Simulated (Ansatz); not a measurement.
# BHF2 (SMILES FBF): CCSDTQ/STO-3G

What is the vertical singlet–triplet gap of BHF2 at CCSDTQ/STO-3G? 

The results are computed with Ansatz 0.2.0.

54 further runs of the same task are left out: 1 that didn't finish, 53 set aside as unsound or not needed.

### Step 1. The structure to begin with

BHF2: 4 atoms, total charge 0, spin state singlet. As SMILES, `FBF`. The shape is that of a PBE0-D4/def2-TZVP optimisation.

Bond lengths: F1–B2 1.313 Å, B2–F3 1.313 Å, B2–H4 1.191 Å. Angles: F1–B2–F3 118.1°, F1–B2–H4 121.0°, F3–B2–H4 121.0°.

### Step 2. The energy at CCSDTQ/STO-3G

File run.yaml:

```yaml
basis:
  gaussian: {orbitals: STO-3G}
crystal:
  periodic: [false, false, false]
  atoms:
    - {symbol: F, position_ang: [1.154300, 0.456900, -0.361900]}
    - {symbol: B, position_ang: [-0.001900, -0.031000, 0.025200]}
    - {symbol: F, position_ang: [-1.095400, 0.528700, -0.438900]}
    - {symbol: H, position_ang: [-0.057000, -0.954600, 0.775600]}
correlation: {method: ccsdtq, frozen_orbitals: {B: 1, F: 1, H: 0}}
accuracy: high
scf: {omitted_lower_state_checks: [cluster_reference, increment]}
```

On the command line:

```console
$ ansatz run run.yaml --threads 1 --pin off --max-ram 2610MiB --events-out events.jsonl --progress --plain --runs-dir runs
```

The program printed, cut to the lines that bear on the results:

```text
Warning: RAYON_NUM_THREADS=1 ignored (pool sized by the plan → 1); use --threads N
Functional definition: HF
  name "HF"
[...]
272 factors; integrals over basis functions are off by at most 4.3e-8 eV
[...]
mean field -6017.37886102 eV, -221.1345944167 hartree, gradient 1.9e-8 eV, S^2 0.000000; 0 other end points of the search recorded, 0 dependent functions left out
3 core orbitals not correlated: weight in the atoms' cores, before any rotation towards them, 1.000 or more for the frozen orbitals, at most 0.000 for the correlated occupied ones
reference -6017.37886102 eV, -221.1345944167 hartree; 9, 9 occupied and 4, 4 virtual orbitals, 272 factors
second order -2.20819788 eV of doubles, -0.00000000 eV of singles
cycle   1  -2.34599985 eV  change   -1.4e-1 eV  update   9.3e-2
[...]
cycle  22  -2.79770241 eV  change  -6.7e-10 eV  update  5.9e-10
Total energy: -6020.17656343 eV, -221.2374080839 hartree
Checks for a lower state left out: cluster_reference, increment
```

Run time: 5.1 s. Hardware: 1 thread of Intel Xeon Platinum 8488C (Sapphire Rapids), shared host; peak memory 0.16 GiB.

### Step 3. The triplet

File in.yaml:

```yaml
crystal:
  periodic: [false, false, false]
  atoms:
    - {symbol: F, position_ang: [1.154300, 0.456900, -0.361900]}
    - {symbol: B, position_ang: [-0.001900, -0.031000, 0.025200]}
    - {symbol: F, position_ang: [-1.095400, 0.528700, -0.438900]}
    - {symbol: H, position_ang: [-0.057000, -0.954600, 0.775600]}
basis:
  gaussian:
    orbitals: STO-3G
magnetization:
  spin_polarized: true
  initial_magnetization: 2
correlation:
  method: ccsdtq
  frozen_orbitals: {B: 1, F: 1, H: 0}
accuracy: high
scf:
  omitted_lower_state_checks: [cluster_reference, increment]
```

On the command line:

```console
$ ansatz run in.yaml --threads 1 --pin off --max-ram 2610MiB --events-out events.jsonl --progress --plain --runs-dir runs
```

The program printed, cut to the lines that bear on the results:

```text
Warning: RAYON_NUM_THREADS=1 ignored (pool sized by the plan → 1); use --threads N
[... 2 set-up lines as earlier in the session ...]
[...]
272 factors; integrals over basis functions are off by at most 4.3e-8 eV
[...]
mean field -6009.22339746 eV, -220.8348866586 hartree, gradient 2.8e-8 eV, S^2 2.003797; 9 other end points of the search recorded, 0 dependent functions left out
3 core orbitals not correlated: weight in the atoms' cores, before any rotation towards them, 1.000 or more for the frozen orbitals, at most 0.000 for the correlated occupied ones
reference -6009.22339746 eV, -220.8348866586 hartree; 10, 8 occupied and 3, 5 virtual orbitals, 272 factors
second order -1.45420589 eV of doubles, -0.00000000 eV of singles
cycle   1  -1.75641991 eV  change   -3.0e-1 eV  update   7.5e-2
[...]
cycle  53  -2.51661085 eV  change   5.1e-10 eV  update  9.9e-10
Total energy: -6011.74000831 eV, -220.9273704015 hartree
Checks for a lower state left out: cluster_reference, increment
```

It took 91 s on 1 thread of Intel Xeon Platinum 8488C (Sapphire Rapids), shared host; peak memory 0.6 GiB.

### Step 4. What came out

Level: CCSDTQ/STO-3G, 3 core orbitals frozen.

```
                                            quantity          value
                               singlet: total energy  -221.23741 Eh
singlet: correlation energy (3 core orbitals frozen)     -102.8 mEh
                              singlet: T1 diagnostic          0.016
                               triplet: total energy  -220.92737 Eh
triplet: correlation energy (3 core orbitals frozen)      -92.5 mEh
          triplet: ⟨S²⟩ of the reference determinant          2.004
                              triplet: T1 diagnostic          0.146
    vertical energy of the triplet above the singlet       8.437 eV
```

**Reading.** At this shape the triplet lies 8.44 eV (814 kJ/mol) above the singlet. In a minimal basis such a difference can be off by several eV, whatever the method.
